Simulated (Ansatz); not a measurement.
**C4H7Cl: ranking of conformers, by script**

Aim: a ranking of conformers, for C4H7Cl, run from a script.

Computed with the Python package of Ansatz 0.2.0. Level of theory: PBE0/6-31G*.

### 1 The structure

The script builds its own geometries from the SMILES CC=C(C)Cl.

The script holds or builds the structure itself.

### 2 The script

The input, c4h7cl_conformers.py:

```python
"""Conformer energies of C4H7Cl."""

import ansatz
from rdkit import Chem
from rdkit.Chem import AllChem

rd = Chem.AddHs(Chem.MolFromSmiles("CC=C(C)Cl"))
ids = list(AllChem.EmbedMultipleConfs(rd, numConfs=20, randomSeed=310, pruneRmsThresh=0.4))
field = [energy for _, energy in AllChem.MMFFOptimizeMoleculeConfs(rd)]
distinct = {round(e, 2): i for i, e in zip(ids, field)}
chosen = sorted(distinct.items())[:3]
found = []
for force_field, index in chosen:
    mol = ansatz.Crystal.molecule()
    for atom, xyz in zip(rd.GetAtoms(), rd.GetConformer(index).GetPositions()):
        mol = mol.atom(atom.GetSymbol(), xyz.round(5).tolist())
    calculation = mol.calculation().basis(gaussian="6-31G*").functional("PBE0").accuracy("high")
    found.append(calculation.run(threads=1).report["free_energy_ev"])
print("conformer   MMFF (kcal/mol)   this level (eV)")
for (force_field, index), e in zip(chosen, found):
    print(f"{index:9d} {force_field - chosen[0][0]:17.2f} {(e - min(found)):17.3f}")
```

### 3 Running it

Run with:

```bash
> python c4h7cl_conformers.py
```

Without the output at hand: what should come out? Wanted: lowest; next above it by.

The runs gave:

| quantity | value |
| --- | --- |
| runs compared | 2 |
| lowest | run 2 |
| next above it by | 0.046 eV |

What this shows: The structures are force-field minima, not relaxed at this level. The SMILES has no stereo marks, so cis and trans isomers can stand among them. Of those tried, run 2 is lowest; run 1 lies 0.046 eV above it. The conformers keep their force-field geometries.
